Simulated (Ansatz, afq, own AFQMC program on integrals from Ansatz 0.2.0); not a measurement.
# Where AFQMC and coupled cluster stand for CH4Se, singlet

```yaml
atoms:
  - { symbol: C, position_ang: [-0.1322, -0.3510, -0.3899] }
  - { symbol: Se, position_ang: [0.8576, 0.2576, 1.1737] }
  - { symbol: H, position_ang: [-1.2067, -0.4149, -0.1768] }
  - { symbol: H, position_ang: [0.2466, -1.3563, -0.6174] }
  - { symbol: H, position_ang: [0.0509, 0.3024, -1.2522] }
  - { symbol: H, position_ang: [0.1837, 1.5622, 1.2626] }
```

Connectivity, by distances: CH3–SeH.

Basis def2-TZVP. Noble-gas cores (and the filled d shells of Ga–Kr and In–Xe) are frozen. AFQMC by an in-house program on the Cholesky factors that Ansatz 0.2.0 writes for its CCSD(T) run. The CISD trial takes its coefficients from CCSD amplitudes. Released means that phaseless walkers are propagated on without the constraint, phases kept. Free AFQMC starts from the CCSD state and is never constrained. Its projection time is finite, and what remains of the start isn't in its error. ± is one standard error of the sampling. No spin–orbit coupling.

Determinant: RHF, the one that the program's search chose, which needn't be the lowest solution. The geometry is a PBE0/def2-SVP stationary point of this or a neighbouring charge and spin state.

No full CI on the walks' own integrals is used here; CCSDT(Q) serves as the reference and is uncertain by about the last step of the cluster series.

Cautions: no relativity below Rb; no spin-orbit coupling; inner d shell frozen.

The T1 diagnostic is 0.0096 and the weight of the determinant in the CISD state is 0.860. The size of the correlated space is 14 electrons in 88 orbitals.

Reference: CCSDT(Q), correlation energy -10.357 eV. The released energy is read at 1.62 1/Eh, later times being too noisy (meV from the phaseless value at times in 1/Eh: -3 ± 4 at 0.24, -3 ± 5 at 0.51, -3 ± 5 at 0.99, -5 ± 5 at 1.62, 3 ± 11 at 2.40).

| level | E − E(reference) (kJ/mol) | share of correlation (%) |
| --- | --- | --- |
| HF | 999.3 | 0.00 |
| MP2 | 128.8 | 87.11 |
| CCSD | 39.7 | 96.03 |
| CCSD(T) | 3.7 | 99.63 |
| CCSDT | 1.6 | 99.84 |
| ph-AFQMC/HF | -4.7 ± 2.7 | 100.47 |
| ph-AFQMC/CISD | 0.3 ± 0.5 | 99.97 |
| released AFQMC | -0.2 ± 0.5 | 100.02 |
| free AFQMC | 0.0 ± 0.7 | 100.00 |

Free projections are given only where their last times agree within the noise and don't stop above the reference; a slow remainder of the start can still hide under it. Released energies are given only where the last usable release times agree within the noise; a slower fall can still hide under it.
